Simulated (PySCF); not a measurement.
# Where the electron goes

Compound: CH2ClF.
Z-matrix (Å and degrees, GFN2-xTB geometry), rows numbered from 1:
```
F 
C   1  1.3501
Cl  2  1.7766  1  109.98
H   2  1.0934  1  108.26  3   118.75
H   2  1.0934  1  108.26  3  -118.75
```

Computed with PySCF, TDDFT CAM-B3LYP/def2-SVPD, vertical, gas phase, core orbitals frozen in the response.

Frontier orbitals with the atoms that hold most of them (Löwdin shares over 4%, at most four atoms; ? is withheld):

```
orbital  ε (eV)                           atoms
 LUMO+2    2.31  Cl3 58%, H4 13%, H5 13%, F1 9%
 LUMO+1    1.61   Cl3 54%, C2 30%, F1 6%, H5 5%
   LUMO    1.07                               ?
   HOMO       ?                               ?
 HOMO-1  -10.85           Cl3 86%, C2 7%, F1 5%
 HOMO-2  -12.43         F1 42%, Cl3 34%, C2 16%
 HOMO-3  -12.73  F1 56%, C2 18%, Cl3 13%, H4 7%
```

Give the leading atoms of the LUMO.

Cl3 (bonded to C) 45%; C2 (bonded to Cl, F and 2 H) 26%; H5 (bonded to C) 11%; H4 (bonded to C) 11%. By element: chlorine 45%, carbon 26%, hydrogen 22%.

Which atoms hold the HOMO, and with what shares?

Cl3 (bonded to C) 75%; C2 (bonded to Cl, F and 2 H) 13%; H5 (bonded to C) 4%; H4 (bonded to C) 4%. By element: chlorine 75%, carbon 13%, hydrogen 8%.

What is the HOMO energy, and the HOMO–LUMO gap?

ε(HOMO) = -10.41 eV; the gap is 11.48 eV (0.4219 hartree).

The HOMO–LUMO gap is 11.48 eV. Where does the response calculation put the lowest singlet, and from which orbitals?

S1 is at 7.49 eV (f = 0.0018), 3.99 eV below the gap, made of HOMO→LUMO (71%), HOMO→LUMO+1 (18%). Without the coupling terms of the response equations the lowest excitation would equal the gap.

Give energy, strength and leading configuration of S1, S2, S3 and S4, and follow the Löwdin shares of the leading atoms from the occupied to the empty orbital.

- S1 (7.49 eV, f 0.0018), HOMO→LUMO (71%): Cl3 75% → 45%, C2 13% → 26%
- S2 (7.94 eV, f 0.0021), HOMO-1→LUMO (72%): Cl3 86% → 45%, C2 7% → 26%
- S3 (8.53 eV, f 0.015), HOMO→LUMO+1 (75%): Cl3 75% → 54%, C2 13% → 30%
- S4 (9.05 eV, f 0.074), HOMO-1→LUMO+1 (78%): Cl3 86% → 54%, C2 7% → 30%

The run took 2.6 s wall on an x86-64 server with one thread (shared host).
